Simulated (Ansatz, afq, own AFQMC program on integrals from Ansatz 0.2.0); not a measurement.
# AlO (quartet): AFQMC on the coupled-cluster ladder at distance Al1–O2 = 3.219 Å, 6-31G

How near does AFQMC come to the top of the ladder for AlO (quartet)?

Method: 6-31G, frozen cores; program: Ansatz 0.2.0, Gaussian basis, and an in-house AFQMC program (afq) on its integrals; all values are calculated.

Plan: Full CI; PBE (unrestricted); CCSD(T) on UHF; Full CI; r2SCAN (unrestricted); PBE0 (unrestricted); B3LYP (unrestricted); wB97M-V (unrestricted); B2PLYP (unrestricted); Full CI (sextet); CCSDT(Q) on UHF; CCSDTQ on UHF; Phaseless AFQMC, CISD trial on UHF; Phaseless AFQMC, single-determinant trial on UHF; Free-projection AFQMC, CISD trial on UHF.

## Step 1: The geometry

The geometry derives from a PBE0/def2-TZVP stationary point (not a proven minimum). One bond is set to the value named and the two fragments are kept rigid.

2 atoms, charge 0, spin multiplicity 4.

Atoms are counted from 1 here; the program's logs count them from 0.

No contacts short enough for the rule that draws bonds.

## Step 2: Full CI

Input file in.yaml:

```yaml
crystal:
  periodic: [false, false, false]
  atoms:
    - {symbol: Al, position_ang: [0.000000, 0.000000, 0.000000]}
    - {symbol: O, position_ang: [0.000000, 0.000000, 3.219000]}
basis:
  gaussian: {orbitals: 6-31G}
magnetization: {spin_polarized: false, initial_magnetization: 3}
correlation: {method: fci, electrons: outside_noble_gas}
```

On the command line:

```sh
$ ansatz run in.yaml --threads 1 --pin off --events-out ev --progress --plain --max-ram 24576MiB --backend cuda --devices 0, --max-vram 18GiB
```

Standard output, shortened:

```text
Functional definition: HF
  name "HF"
  cite "Fock, Z. Phys. 61, 126 (1930) doi:10.1007/BF01340294"
  parent pbe
[...]
376 factors; integrals over basis functions are off by at most 3.9e-8 eV
[...]
mean field -8616.00792759 eV, -316.6324511989 hartree, gradient 9.0e-7 eV, S^2 3.750000; 18 other end points of the search recorded, 0 dependent functions left out
[...]
determinant -8616.00792759 eV, -316.6324511989 hartree, with singles and doubles -8618.46307271 eV, -316.7226761179 hartree
determinant -8615.96143631 eV, -316.6307426760 hartree, with singles and doubles -8618.41900481 eV, -316.7210566526 hartree
determinant -8615.93961413 eV, -316.6299407257 hartree, with singles and doubles -8618.39602957 eV, -316.7202123280 hartree
determinant -8616.00792759 eV, -316.6324511989 hartree, with singles and doubles -8618.46413285 eV, -316.7227150773 hartree
determinant -8615.96143631 eV, -316.6307426760 hartree, with singles and doubles -8618.41948418 eV, -316.7210742689 hartree
determinant -8615.93961413 eV, -316.6299407257 hartree, with singles and doubles -8618.39655318 eV, -316.7202315703 hartree
6 core orbitals not correlated: weight in the atoms' cores, before any rotation towards them, 1.000 or more for the frozen orbitals, at most 0.000 for the correlated occupied ones
reference -8616.00792759 eV, -316.6324511989 hartree; 6, 3 occupied and 10, 13 virtual orbitals, 376 factors
state -8618.48829402 eV, -316.7236029840 hartree
Total energy: -8618.48829402 eV, -316.7236029840 hartree
```

Wall time 12 s (1 × NVIDIA H100 80GB HBM3 with 1 thread of AMD EPYC 7R13 (Zen 3), shared host); peak host memory 1.6 GiB.

From the report: 1,121,120 determinants, symmetry B2.

## Step 3: PBE (unrestricted)

Input file in.yaml:

```yaml
crystal:
  periodic: [false, false, false]
  atoms:
    - {symbol: Al, position_ang: [0.000000, 0.000000, 0.000000]}
    - {symbol: O, position_ang: [0.000000, 0.000000, 3.219000]}
basis:
  gaussian: {orbitals: 6-31G}
magnetization: {spin_polarized: true, initial_magnetization: 3}
hamiltonian: {xc: {name: PBE}}
output: {orbitals: {seedname: orbitals}}
```

On the command line:

```sh
$ ansatz run in.yaml --threads 1 --pin off --events-out ev --progress --plain --max-ram 8192MiB --backend cpu
```

Standard output, shortened:

```text
Functional definition: PBE
  name "PBE"
  cite "Perdew, Burke & Ernzerhof, Phys. Rev. Lett. 77, 3865 (1996) doi:10.1103/PhysRevLett.77.3865"
  parent pbe
[...]
213 factors; integrals over basis functions are off by at most 3.8e-4 eV
[...]
mean field -8630.98790606 eV, -317.1829552541 hartree, gradient 2.8e-6 eV, S^2 3.753172; 15 other end points of the search recorded, 0 dependent functions left out
reference -8630.98793526 eV, -317.1829563270 hartree; 12, 9 occupied and 10, 13 virtual orbitals, 213 factors
Total energy: -8630.98793526 eV, -317.1829563270 hartree
```

It took 6 s on 1 thread of AMD EPYC 7R13 (Zen 3), shared host; peak memory 1.6 GiB.

From the report: ⟨S²⟩ of the determinant 3.753 (pure quartet: 3.75).

## Step 4: CCSD(T) on UHF

Edit in.yaml of step 3 so:

```diff
@@ -8,3 +8,2 @@
 magnetization: {spin_polarized: true, initial_magnetization: 3}
-hamiltonian: {xc: {name: PBE}}
-output: {orbitals: {seedname: orbitals}}
+correlation: {method: ccsd_t, electrons: outside_noble_gas, hamiltonian_folder: ham}
```

On the command line:

```sh
$ ansatz run in.yaml --threads 1 --pin off --events-out ev --progress --plain --max-ram 24576MiB --backend cuda --devices 0, --max-vram 18GiB
```

Standard output, shortened:

```text
Functional definition: HF
  name "HF"
  cite "Fock, Z. Phys. 61, 126 (1930) doi:10.1007/BF01340294"
  parent pbe
[...]
213 factors; integrals over basis functions are off by at most 3.8e-4 eV
[...]
mean field -8616.07112848 eV, -316.6347737888 hartree, gradient 2.3e-6 eV, S^2 3.756098; 21 other end points of the search recorded, 0 dependent functions left out
determinant -8616.07112848 eV, -316.6347737888 hartree, with singles and doubles -8618.46421630 eV, -316.7227181441 hartree
determinant -8616.02340162 eV, -316.6330198591 hartree, with singles and doubles -8618.42014501 eV, -316.7210985541 hartree
determinant -8616.00163065 eV, -316.6322197906 hartree, with singles and doubles -8618.39718240 eV, -316.7202546939 hartree
determinant -8615.79493805 eV, -316.6246239777 hartree, with singles and doubles -8618.18259511 eV, -316.7123687563 hartree
[...]
determinant -8616.02340162 eV, -316.6330198591 hartree, with singles and doubles -8618.42072186 eV, -316.7211197531 hartree
determinant -8616.00163065 eV, -316.6322197906 hartree, with singles and doubles -8618.39780022 eV, -316.7202773982 hartree
determinant -8615.79493805 eV, -316.6246239777 hartree, with singles and doubles -8618.18392637 eV, -316.7124176791 hartree
determinant -8615.75349189 eV, -316.6231008595 hartree, with singles and doubles -8618.14749500 eV, -316.7110788512 hartree
6 core orbitals not correlated: weight in the atoms' cores, before any rotation towards them, 1.000 or more for the frozen orbitals, at most 0.000 for the correlated occupied ones
reference -8616.07112848 eV, -316.6347737888 hartree; 6, 3 occupied and 10, 13 virtual orbitals, 213 factors
second order -1.83480436 eV of doubles, -0.00000000 eV of singles
cycle   1  -2.39411865 eV  change   -7.1e-8 eV  update   2.0e-6
perturbative correction -0.01555479 eV, -0.0005716278 hartree
Total energy: -8618.48080191 eV, -316.7233276541 hartree
```

Run time: 8 s. Hardware: 1 × NVIDIA H100 80GB HBM3 with 1 thread of AMD EPYC 7R13 (Zen 3), shared host; peak host memory 1.6 GiB.

From the report: ⟨S²⟩ of the determinant 3.756 (pure quartet: 3.75); correlation -2.4097 eV; T1 0.008; largest double amplitude 0.11.

This run also writes the integrals to the folder ham.

## Step 5: Full CI

Input file in.yaml:

```yaml
hamiltonian:
  integrals:
    folder: ../ham
correlation: {method: fci}
```

Launched as before.

Standard output:

```text
Functional definition: HF
  name "HF"
  cite "Fock, Z. Phys. 61, 126 (1930) doi:10.1007/BF01340294"
  parent pbe
  exchange = exact_x
  correlation = 0
reference -8616.07112848 eV, -316.6347737888 hartree; 6, 3 occupied and 10, 13 virtual orbitals, 213 factors
state -8618.48926968 eV, -316.7236388390 hartree
Total energy: -8618.48926968 eV, -316.7236388390 hartree
```

Wall time 12 s (1 × NVIDIA H100 80GB HBM3 with 1 thread of AMD EPYC 7R13 (Zen 3), shared host); peak host memory 1.6 GiB.

From the report: 1,121,120 determinants.

## Step 6: r2SCAN (unrestricted)

Input file in.yaml:

```yaml
crystal:
  periodic: [false, false, false]
  atoms:
    - {symbol: Al, position_ang: [0.000000, 0.000000, 0.000000]}
    - {symbol: O, position_ang: [0.000000, 0.000000, 3.219000]}
basis:
  gaussian: {orbitals: 6-31G}
magnetization: {spin_polarized: true, initial_magnetization: 3}
hamiltonian: {xc: {name: r2SCAN}}
```

On the command line:

```sh
$ ansatz run in.yaml --threads 1 --pin off --events-out ev --progress --plain --max-ram 8192MiB --backend cpu
```

Standard output, shortened:

```text
Functional definition: r2SCAN
  name "r2SCAN"
  cite "Furness, Kaplan, Ning, Perdew & Sun, J. Phys. Chem. Lett. 11, 8208 (2020) doi:10.1021/acs.jpclett.0c02405"
  cite "Furness, Kaplan, Ning, Perdew & Sun, J. Phys. Chem. Lett. 11, 9248 (2020) doi:10.1021/acs.jpclett.0c03077"
  parent r2scan
[...]
213 factors; integrals over basis functions are off by at most 3.8e-4 eV
[...]
mean field -8635.09735600 eV, -317.3339747537 hartree, gradient 1.4e-6 eV, S^2 3.755159; 18 other end points of the search recorded, 0 dependent functions left out
reference -8635.09736870 eV, -317.3339752206 hartree; 12, 9 occupied and 10, 13 virtual orbitals, 213 factors
Total energy: -8635.09736870 eV, -317.3339752206 hartree
```

Run time: 18 s. Hardware: 1 thread of AMD EPYC 7R13 (Zen 3), shared host; peak memory 1.6 GiB.

From the report: ⟨S²⟩ of the determinant 3.755 (pure quartet: 3.75).

## Step 7: PBE0 (unrestricted)

Edit in.yaml of step 6 so:

```diff
@@ -8,2 +8,3 @@
 magnetization: {spin_polarized: true, initial_magnetization: 3}
-hamiltonian: {xc: {name: r2SCAN}}
+hamiltonian: {xc: {name: PBE0}}
+output: {orbitals: {seedname: orbitals}}
```

The command is unchanged.

Standard output, shortened:

```text
Functional definition: PBE0
  name "PBE0"
  cite "Adamo & Barone, J. Chem. Phys. 110, 6158 (1999) doi:10.1063/1.478522"
  cite "Perdew, Burke & Ernzerhof, Phys. Rev. Lett. 77, 3865 (1996) doi:10.1103/PhysRevLett.77.3865"
  parent pbe
[...]
213 factors; integrals over basis functions are off by at most 3.8e-4 eV
[...]
mean field -8631.85328660 eV, -317.2147574022 hartree, gradient 4.8e-6 eV, S^2 3.752572; 5 other end points of the search recorded, 0 dependent functions left out
reference -8631.85330936 eV, -317.2147582387 hartree; 12, 9 occupied and 10, 13 virtual orbitals, 213 factors
Total energy: -8631.85330936 eV, -317.2147582387 hartree
```

It took 2.2 s on 1 thread of AMD EPYC 7R13 (Zen 3), shared host; peak memory 1.6 GiB.

From the report: ⟨S²⟩ of the determinant 3.753 (pure quartet: 3.75).

## Step 8: B3LYP (unrestricted)

Edit in.yaml of step 7 so:

```diff
@@ -8,3 +8,2 @@
 magnetization: {spin_polarized: true, initial_magnetization: 3}
-hamiltonian: {xc: {name: PBE0}}
-output: {orbitals: {seedname: orbitals}}
+hamiltonian: {xc: {name: B3LYP}}
```

Launched as before.

Standard output, shortened:

```text
Functional definition: B3LYP
  name "B3LYP"
  cite "Stephens, Devlin, Chabalowski & Frisch, J. Phys. Chem. 98, 11623 (1994) doi:10.1021/j100096a001"
  cite "Becke, Phys. Rev. A 38, 3098 (1988) doi:10.1103/PhysRevA.38.3098"
  cite "Lee, Yang & Parr, Phys. Rev. B 37, 785 (1988) doi:10.1103/PhysRevB.37.785"
  cite "Vosko, Wilk & Nusair, Can. J. Phys. 58, 1200 (1980) doi:10.1139/p80-159"
[...]
213 factors; integrals over basis functions are off by at most 3.8e-4 eV
[...]
mean field -8637.62758324 eV, -317.4269588899 hartree, gradient 3.5e-6 eV, S^2 3.752613; 17 other end points of the search recorded, 0 dependent functions left out
reference -8637.62775586 eV, -317.4269652334 hartree; 12, 9 occupied and 10, 13 virtual orbitals, 213 factors
Total energy: -8637.62775586 eV, -317.4269652334 hartree
```

Wall time 7.5 s (1 thread of AMD EPYC 7R13 (Zen 3), shared host); peak memory 1.6 GiB.

From the report: ⟨S²⟩ of the determinant 3.753 (pure quartet: 3.75).

## Step 9: wB97M-V (unrestricted)

Edit in.yaml of step 8 so:

```diff
@@ -8,2 +8,3 @@
 magnetization: {spin_polarized: true, initial_magnetization: 3}
-hamiltonian: {xc: {name: B3LYP}}
+hamiltonian: {xc: {name: wB97M-V}}
+output: {orbitals: {seedname: orbitals}}
```

The command is unchanged.

Standard output, shortened:

```text
Functional definition: wB97M-V
  name "wB97M-V"
  cite "Mardirossian & Head-Gordon, J. Chem. Phys. 144, 214110 (2016) doi:10.1063/1.4952647"
  cite "Becke, J. Chem. Phys. 107, 8554 (1997) doi:10.1063/1.475007"
  cite "Vydrov & Van Voorhis, J. Chem. Phys. 133, 244103 (2010) doi:10.1063/1.3521275"
  # Of w^i u^j: cxij and so on, Table III.
[...]
  gx(w, u) = 1 - cx + cx01*u + cx10*w
  gss(w, u) = css00 + css04*u^4 + css10*w + css20*w^2 + css43*w^4*u^3
  gos(w, u) = cos00 + cos10*w + (cos20 + cos21*u)*w^2 + (cos60 + cos61*u)*w^6
[...]
      + integral(e_c_pw_mod_opposite_spin*gos(b97_w_opposite, b97_u_opposite)) + vv10(b, c)
213 factors; integrals over basis functions are off by at most 3.8e-4 eV
108 factors; integrals over basis functions are off by at most 2.6e-6 eV
[...]
mean field -8636.17310726 eV, -317.3735078833 hartree, gradient 1.5e-7 eV, S^2 3.753043; 5 other end points of the search recorded, 0 dependent functions left out
reference -8636.17313766 eV, -317.3735090008 hartree; 12, 9 occupied and 10, 13 virtual orbitals, 213 factors
Total energy: -8636.17313766 eV, -317.3735090008 hartree
```

Run time: 13 s. Hardware: 1 thread of AMD EPYC 7R13 (Zen 3), shared host; peak memory 1.6 GiB.

From the report: ⟨S²⟩ of the determinant 3.753 (pure quartet: 3.75).

## Step 10: B2PLYP (unrestricted)

Edit in.yaml of step 9 so:

```diff
@@ -8,3 +8,3 @@
 magnetization: {spin_polarized: true, initial_magnetization: 3}
-hamiltonian: {xc: {name: wB97M-V}}
-output: {orbitals: {seedname: orbitals}}
+hamiltonian: {xc: {name: B2PLYP}}
+correlation: {electrons: outside_noble_gas}
```

Same command.

Standard output, shortened:

```text
Functional definition: B2PLYP
  name "B2PLYP"
  cite "Grimme, J. Chem. Phys. 124, 034108 (2006) doi:10.1063/1.2148954"
  cite "Becke, Phys. Rev. A 38, 3098 (1988) doi:10.1103/PhysRevA.38.3098"
  cite "Lee, Yang & Parr, Phys. Rev. B 37, 785 (1988) doi:10.1103/PhysRevB.37.785"
[...]
213 factors; integrals over basis functions are off by at most 3.8e-4 eV
[...]
mean field -8631.14644688 eV, -317.1887815215 hartree, gradient 6.9e-8 eV, S^2 3.753398; 8 other end points of the search recorded, 0 dependent functions left out
6 core orbitals not correlated: weight in the atoms' cores, before any rotation towards them, 1.000 or more for the frozen orbitals, at most 0.000 for the correlated occupied ones
reference -8631.14655489 eV, -317.1887854908 hartree; 6, 3 occupied and 10, 13 virtual orbitals, 213 factors
second order -2.26586064 eV of doubles, -0.00000000 eV of singles
Total energy: -8631.75833726 eV, -317.2112680784 hartree
```

Wall time 3.6 s (1 thread of AMD EPYC 7R13 (Zen 3), shared host); peak memory 1.6 GiB.

From the report: ⟨S²⟩ of the determinant 3.753 (pure quartet: 3.75).

## Step 11: Full CI (sextet)

Input file in.yaml:

```yaml
crystal:
  periodic: [false, false, false]
  atoms:
    - {symbol: Al, position_ang: [0.000000, 0.000000, 0.000000]}
    - {symbol: O, position_ang: [0.000000, 0.000000, 3.219000]}
basis:
  gaussian: {orbitals: 6-31G}
magnetization: {spin_polarized: false, initial_magnetization: 5}
correlation: {method: fci, electrons: outside_noble_gas}
```

On the command line:

```sh
$ ansatz run in.yaml --threads 1 --pin off --events-out ev --progress --plain --max-ram 24576MiB --backend cuda --devices 0, --max-vram 18GiB
```

Standard output, shortened:

```text
Functional definition: HF
  name "HF"
  cite "Fock, Z. Phys. 61, 126 (1930) doi:10.1007/BF01340294"
  parent pbe
[...]
376 factors; integrals over basis functions are off by at most 3.9e-8 eV
[...]
mean field -8613.77329624 eV, -316.5503300116 hartree, gradient 1.2e-6 eV, S^2 8.750000; 21 other end points of the search recorded, 0 dependent functions left out
[...]
determinant -8613.77329624 eV, -316.5503300116 hartree, with singles and doubles -8615.51569685 eV, -316.6143620529 hartree
determinant -8613.60928551 eV, -316.5443027285 hartree, with singles and doubles -8615.31902410 eV, -316.6071344627 hartree
determinant -8613.47573966 eV, -316.5393950091 hartree, with singles and doubles -8615.20330431 eV, -316.6028818388 hartree
determinant -8613.43506824 eV, -316.5379003618 hartree, with singles and doubles -8615.13742488 eV, -316.6004608145 hartree
[...]
determinant -8613.77329624 eV, -316.5503300116 hartree, with singles and doubles -8615.51772922 eV, -316.6144367412 hartree
determinant -8613.60928551 eV, -316.5443027285 hartree, with singles and doubles -8615.31973780 eV, -316.6071606906 hartree
determinant -8613.47573966 eV, -316.5393950091 hartree, with singles and doubles -8615.20436805 eV, -316.6029209306 hartree
determinant -8613.43506824 eV, -316.5379003618 hartree, with singles and doubles -8615.14020690 eV, -316.6005630516 hartree
determinant -8613.41491362 eV, -316.5371596932 hartree, with singles and doubles -8615.11606699 eV, -316.5996759266 hartree
6 core orbitals not correlated: weight in the atoms' cores, before any rotation towards them, 1.000 or more for the frozen orbitals, at most 0.000 for the correlated occupied ones
reference -8613.77329624 eV, -316.5503300116 hartree; 7, 2 occupied and 9, 14 virtual orbitals, 376 factors
state -8615.53916501 eV, -316.6152244921 hartree
Total energy: -8615.53916501 eV, -316.6152244921 hartree
```

Run time: 45 s. Hardware: 1 × NVIDIA H100 80GB HBM3 with 1 thread of AMD EPYC 7R13 (Zen 3), shared host; peak host memory 1.6 GiB.

From the report: 344,256 determinants, symmetry A1.

## Step 12: CCSDT(Q) on UHF

Input file in.yaml:

```yaml
crystal:
  periodic: [false, false, false]
  atoms:
    - {symbol: Al, position_ang: [0.000000, 0.000000, 0.000000]}
    - {symbol: O, position_ang: [0.000000, 0.000000, 3.219000]}
basis:
  gaussian: {orbitals: 6-31G}
magnetization: {spin_polarized: true, initial_magnetization: 3}
correlation: {method: ccsdt_q, electrons: outside_noble_gas}
```

Same command.

Standard output, shortened:

```text
Functional definition: HF
  name "HF"
  cite "Fock, Z. Phys. 61, 126 (1930) doi:10.1007/BF01340294"
  parent pbe
[...]
376 factors; integrals over basis functions are off by at most 3.9e-8 eV
[...]
mean field -8616.07126331 eV, -316.6347787436 hartree, gradient 9.2e-7 eV, S^2 3.756099; 21 other end points of the search recorded, 0 dependent functions left out
determinant -8616.07126331 eV, -316.6347787436 hartree, with singles and doubles -8618.46439876 eV, -316.7227248495 hartree
determinant -8616.02352969 eV, -316.6330245656 hartree, with singles and doubles -8618.42031909 eV, -316.7211049513 hartree
determinant -8616.00175950 eV, -316.6322245259 hartree, with singles and doubles -8618.39735753 eV, -316.7202611298 hartree
determinant -8615.79512932 eV, -316.6246310068 hartree, with singles and doubles -8618.18283658 eV, -316.7123776304 hartree
[...]
determinant -8616.00175950 eV, -316.6322245259 hartree, with singles and doubles -8618.39797511 eV, -316.7202838252 hartree
determinant -8615.79512932 eV, -316.6246310068 hartree, with singles and doubles -8618.18416790 eV, -316.7124265554 hartree
determinant -8615.75368711 eV, -316.6231080336 hartree, with singles and doubles -8618.14774044 eV, -316.7110878708 hartree
6 core orbitals not correlated: weight in the atoms' cores, before any rotation towards them, 1.000 or more for the frozen orbitals, at most 0.000 for the correlated occupied ones
reference -8616.07126331 eV, -316.6347787436 hartree; 6, 3 occupied and 10, 13 virtual orbitals, 376 factors
second order -1.83485781 eV of doubles, -0.00000000 eV of singles
cycle   1  -2.18869244 eV  change   -3.5e-1 eV  update   6.2e-2
[...]
cycle  51  -2.41695029 eV  change   -8.7e-8 eV  update   4.3e-7
perturbative correction -0.00089026 eV, -0.0000327163 hartree
Total energy: -8618.48910385 eV, -316.7236327448 hartree
```

Run time: 27 s. Hardware: 1 × NVIDIA H100 80GB HBM3 with 1 thread of AMD EPYC 7R13 (Zen 3), shared host; peak host memory 1.6 GiB.

From the report: ⟨S²⟩ of the determinant 3.756 (pure quartet: 3.75); correlation -2.4178 eV; T1 0.008; largest double amplitude 0.11.

## Step 13: CCSDTQ on UHF

Edit in.yaml of step 12 so:

```diff
@@ -8,2 +8,2 @@
 magnetization: {spin_polarized: true, initial_magnetization: 3}
-correlation: {method: ccsdt_q, electrons: outside_noble_gas}
+correlation: {method: ccsdtq, electrons: outside_noble_gas}
```

Launched as before.

Standard output, shortened:

```text
Functional definition: HF
  name "HF"
  cite "Fock, Z. Phys. 61, 126 (1930) doi:10.1007/BF01340294"
  parent pbe
[...]
376 factors; integrals over basis functions are off by at most 3.9e-8 eV
[...]
mean field -8616.07126331 eV, -316.6347787436 hartree, gradient 9.2e-7 eV, S^2 3.756099; 21 other end points of the search recorded, 0 dependent functions left out
determinant -8616.07126331 eV, -316.6347787436 hartree, with singles and doubles -8618.46439876 eV, -316.7227248495 hartree
determinant -8616.02352969 eV, -316.6330245656 hartree, with singles and doubles -8618.42031909 eV, -316.7211049513 hartree
determinant -8616.00175950 eV, -316.6322245259 hartree, with singles and doubles -8618.39735753 eV, -316.7202611298 hartree
determinant -8615.79512932 eV, -316.6246310068 hartree, with singles and doubles -8618.18283658 eV, -316.7123776304 hartree
[...]
determinant -8616.02352969 eV, -316.6330245656 hartree, with singles and doubles -8618.42089619 eV, -316.7211261594 hartree
determinant -8616.00175950 eV, -316.6322245259 hartree, with singles and doubles -8618.39797511 eV, -316.7202838252 hartree
determinant -8615.79512932 eV, -316.6246310068 hartree, with singles and doubles -8618.18416790 eV, -316.7124265554 hartree
determinant -8615.75368711 eV, -316.6231080336 hartree, with singles and doubles -8618.14774044 eV, -316.7110878708 hartree
6 core orbitals not correlated: weight in the atoms' cores, before any rotation towards them, 1.000 or more for the frozen orbitals, at most 0.000 for the correlated occupied ones
reference -8616.07126331 eV, -316.6347787436 hartree; 6, 3 occupied and 10, 13 virtual orbitals, 376 factors
second order -1.83485781 eV of doubles, -0.00000000 eV of singles
cycle   1  -2.18869332 eV  change   -3.5e-1 eV  update   6.2e-2
[...]
cycle  52  -2.41810748 eV  change    7.9e-8 eV  update   9.7e-7
Total energy: -8618.48937078 eV, -316.7236425544 hartree
```

Run time: 45 s. Hardware: 1 × NVIDIA H100 80GB HBM3 with 1 thread of AMD EPYC 7R13 (Zen 3), shared host; peak host memory 1.6 GiB.

From the report: ⟨S²⟩ of the determinant 3.756 (pure quartet: 3.75); correlation -2.4181 eV; T1 0.008; largest double amplitude 0.11.

(Part 1 of 2 ends here.)
